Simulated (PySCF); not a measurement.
Species: C₅H₁₁N.
Numbering: `[CH3:1][CH2:2][N:3]=[C:4]([CH3:5])[CH3:6]` (hydrogens: H7, H8, H9 on C1; H10, H11 on C2; H12, H13, H14 on C5; H15, H16, H17 on C6)

Level: CAM-B3LYP/def2-SVPD in PySCF, non-relativistic, on one gas-phase PBE0-D3(BJ)/def2-SVP geometry that isn't relaxed in the solvent. The solvent is an IEF-PCM continuum (van der Waals radii × 1.2), and excitations are vertical TDDFT with non-equilibrium linear response and a frozen core. Only the electrostatic response of the medium enters.

Gas-phase singlets (H = HOMO, L = LUMO):

```tsv
state	E (eV)	λ (nm)	f	leading configurations
S1	5.137	241	0.001	H→L+1 98%
S2	6.777	183	0.028	H→L 88%
S3	7.465	166	0.317	H-1→L+1 86%
S4	7.490	166	0.014	H-1→L 91%
S5	7.638	162	0.063	H→L+2 87%, H→L+3 8%
```

Task: What are the lowest 5 singlets in chloroform (ε = 4.711)?

Result: 
| state | E (eV) | λ (nm) | f | leading configurations | change by rank (eV) |
| --- | --- | --- | --- | --- | --- |
| S1 | 5.255 | 236 | 0.001 | H→L 98% | +0.118 |
| S2 | 6.973 | 178 | 0.115 | H→L+1 74%, H-1→L 17% | +0.196 |
| S3 | 7.398 | 168 | 0.340 | H-1→L 76%, H→L+1 18% | -0.067 |
| S4 | 7.609 | 163 | 0.013 | H-1→L+1 91% | +0.119 |
| S5 | 7.838 | 158 | 0.084 | H→L+2 79%, H→L+3 16% | +0.200 |

Task: The ground-state energy changes by -0.133 eV from gas to chloroform. By how much does the total energy of gas-phase S3 change?

Result: E(S3) = E(S0) + excitation energy, so it changes by -0.133 − 0.067 = -0.200 eV: it is lowered more than the ground state, which is what a red shift means. This is the vertical state, with the slow part of the continuum still set for S0.

Task: How do the frontier levels move from gas to chloroform?

Result: 
```
orbital  gas (eV)  solvent (eV)  change (eV)
 LUMO+2      1.90          1.98        +0.08
 LUMO+1      1.31          1.43        +0.12
   LUMO      1.25          1.32        +0.07
   HOMO     -8.30         -8.42        -0.12
 HOMO-1     -9.13         -9.13         0.00
 HOMO-2    -11.29        -11.28        +0.01
 HOMO-3    -11.41        -11.36        +0.05
```

The HOMO–LUMO gap goes from 9.55 to 9.74 eV. Rows go by rank; for LUMO and LUMO+1 the atom shares or the degeneracy differ between the runs, so the row needn't follow one orbital.

Shape of the structure used: `[CH3:1][CH2:2][N:3]=[C:4]([CH3:5])[CH3:6]`: C1–C2–N3–C4 180°.
